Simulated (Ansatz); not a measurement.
## Errors in the vertical ionisation energy

10 molecules; the vertical ionisation energy in eV, computed less measured. Shapes, held fixed at every level: PBE0-D4/def2-TZVP. No vibrational averaging. Programs: Ansatz 0.2.0. Measured values: NIST CCCBDB.

Levels: A = r2SCAN-D4/def2-TZVPP; B = wB97M-V/def2-TZVPP; C = CCSD(T)/def2-TZVPP.

| molecule | measured | A | B | C |
| --- | --- | --- | --- | --- |
| Cl2 (chlorine) | 11.49 | -0.16 | +0.01 | -0.09 |
| HF (SMILES F) | 16.12 | -0.08 | -0.06 | -0.11 |
| H2S (hydrogen sulfide) | 10.50 | -0.18 | -0.10 | -0.20 |
| C2H2 (SMILES C#C) | 11.49 | -0.23 | -0.20 | -0.05 |
| H2CO (SMILES C=O) | 10.88 | -0.22 | -0.06 | -0.05 |
| NH3 (ammonia) | 10.82 | -0.13 | +0.03 | -0.04 |
| CH3Cl (chloromethane) | 11.29 | -0.13 | 0.00 | -0.02 |
| C2H4 (ethylene) | 10.68 | -0.17 | -0.14 | +0.01 |
| CH4O (methanol) | 10.96 | -0.28 | -0.07 | +0.03 |
| CH4S (methanethiol) | 9.44 | -0.18 | -0.03 | -0.07 |

Problem. Which level does best on this set, which worst, and which err to one side?

Solution. 
```tsv
level	kind	mean error	mean absolute error	worst case
r2SCAN-D4/def2-TZVPP	meta-GGA	-0.176	0.176	CH4O
wB97M-V/def2-TZVPP	range-separated hybrid	-0.062	0.070	C2H2
CCSD(T)/def2-TZVPP	coupled cluster or CI	-0.059	0.067	H2S
```

On this set CCSD(T)/def2-TZVPP has the smallest mean absolute error and r2SCAN-D4/def2-TZVPP the largest. r2SCAN-D4/def2-TZVPP is too low in 10 of 10; wB97M-V/def2-TZVPP is too low in 7 of 10; CCSD(T)/def2-TZVPP is too low in 8 of 10. The smallest two are near a tie. The set is small.
